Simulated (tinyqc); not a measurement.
CIS on RHF in the sto-3g basis, for H2O, spin multiplicity 1, step by step. One step of it, computed by the program tinyqc.

Question. CIS matrix, triplets. A(ia,jb) = (e_a - e_i) d_ij d_ab - (ij|ab).

orbital energies (hartree): MO1 -20.224600, MO2 -1.282929, MO3 -0.655945, MO4 -0.439221, MO5 -0.388509, MO6 0.637783, MO7 0.825284

Two-electron integrals over orbitals (pq|rs), unique and non-zero (hartree):
```
(11|11) 4.743517    (21|11) -0.414868   (21|21) 0.057747    (22|11) 1.003121
(22|21) -0.012646   (22|22) 0.729353    (31|31) 0.010989    (32|31) 0.018068
(32|32) 0.149607    (33|11) 0.810153    (33|21) -0.004410   (33|22) 0.652433
(33|33) 0.644979    (41|11) 0.176989    (41|21) -0.021193   (41|22) 0.016442
(41|33) 0.006360    (41|41) 0.028454    (42|11) -0.112454   (42|21) 0.009092
(42|22) 0.012493    (42|33) 0.007776    (42|41) 0.020553    (42|42) 0.122888
(43|31) -0.003341   (43|32) 0.017354    (43|43) 0.043719    (44|11) 1.028680
(44|21) -0.014194   (44|22) 0.685515    (44|33) 0.610800    (44|41) -0.012593
(44|42) -0.104979   (44|44) 0.817117    (51|51) 0.026080    (52|51) 0.032376
(52|52) 0.143660    (53|53) 0.029579    (54|51) -0.013049   (54|52) -0.044746
(54|54) 0.056824    (55|11) 1.115327    (55|21) -0.011630   (55|22) 0.747052
(55|33) 0.636590    (55|41) 0.004901    (55|42) -0.060171   (55|44) 0.744263
(55|55) 0.880159    (61|11) -0.257153   (61|21) 0.038267    (61|22) -0.001729
(61|33) -0.000497   (61|41) -0.001627   (61|42) 0.019390    (61|44) -0.019277
(61|55) -0.006646   (61|61) 0.032855    (62|11) 0.319946    (62|21) -0.007281
(62|22) 0.143012    (62|33) 0.075144    (62|41) 0.018201    (62|42) 0.019941
(62|44) 0.101969    (62|55) 0.163088    (62|61) 0.004328    (62|62) 0.102415
(63|31) 0.002972    (63|32) -0.045962   (63|43) -0.025717   (63|63) 0.074203
(64|11) 0.193435    (64|21) -0.001362   (64|22) 0.086432    (64|33) 0.039798
(64|41) 0.004535    (64|42) -0.014882   (64|44) 0.107777    (64|55) 0.100396
(64|61) 0.001568    (64|62) 0.061212    (64|64) 0.055734    (65|51) 0.017065
(65|52) 0.062930    (65|54) -0.004294   (65|65) 0.040464    (66|11) 0.793299
(66|21) -0.006844   (66|22) 0.612079    (66|33) 0.574471    (66|41) 0.021860
(66|42) 0.062858    (66|44) 0.545607    (66|55) 0.585828    (66|61) 0.006953
(66|62) 0.091341    (66|64) 0.042188    (66|66) 0.592851    (71|31) 0.015888
(71|32) 0.024183    (71|43) -0.005032   (71|63) 0.003828    (71|71) 0.023046
(72|31) 0.013714    (72|32) 0.037359    (72|43) -0.032171   (72|63) 0.036190
(72|71) 0.018692    (72|72) 0.060239    (73|11) 0.364126    (73|21) -0.007730
(73|22) 0.135880    (73|33) 0.093206    (73|41) -0.001016   (73|42) -0.069904
(73|44) 0.169750    (73|55) 0.187759    (73|61) -0.007186   (73|62) 0.079901
(73|64) 0.065911    (73|66) 0.036217    (73|73) 0.148157    (74|31) -0.009567
(74|32) -0.074435   (74|43) 0.008408    (74|63) 0.041381    (74|71) -0.013524
(74|72) -0.016977   (74|74) 0.064741    (75|53) 0.023733    (75|75) 0.024535
(76|31) 0.010143    (76|32) 0.105486    (76|43) 0.041643    (76|63) -0.069103
(76|71) 0.013840    (76|72) -0.009363   (76|74) -0.055621   (76|76) 0.119995
(77|11) 0.890913    (77|21) -0.010093   (77|22) 0.630903    (77|33) 0.620338
(77|41) 0.003925    (77|42) -0.014003   (77|44) 0.622173    (77|55) 0.634065
(77|61) -0.006247   (77|62) 0.072164    (77|64) 0.038268    (77|66) 0.567568
(77|73) 0.099323    (77|77) 0.629877
```

Give: CIS matrix A, triplet.

Answer.

CIS matrix A, triplet (hartree):
```
         1>6      1>7      2>6      2>7      3>6      3>7      4>6      4>7
1>6  20.0691   0.0000   0.0068   0.0000   0.0000  -0.0101  -0.0219   0.0000
1>7   0.0000  20.1590   0.0000   0.0101  -0.0101   0.0000   0.0000  -0.0039
2>6   0.0068   0.0000   1.3086   0.0000   0.0000  -0.1055  -0.0629   0.0000
2>7   0.0000   0.0101   0.0000   1.4773  -0.1055   0.0000   0.0000   0.0140
3>6   0.0000  -0.0101   0.0000  -0.1055   0.7193   0.0000   0.0000  -0.0416
3>7  -0.0101   0.0000  -0.1055   0.0000   0.0000   0.8609  -0.0416   0.0000
4>6  -0.0219   0.0000  -0.0629   0.0000   0.0000  -0.0416   0.5314   0.0000
4>7   0.0000  -0.0039   0.0000   0.0140  -0.0416   0.0000   0.0000   0.6423
5>6   0.0000   0.0000   0.0000   0.0000   0.0000   0.0000   0.0000   0.0000
5>7   0.0000   0.0000   0.0000   0.0000   0.0000   0.0000   0.0000   0.0000

        5>6     5>7
1>6  0.0000  0.0000
1>7  0.0000  0.0000
2>6  0.0000  0.0000
2>7  0.0000  0.0000
3>6  0.0000  0.0000
3>7  0.0000  0.0000
4>6  0.0000  0.0000
4>7  0.0000  0.0000
5>6  0.4405  0.0000
5>7  0.0000  0.5797
```
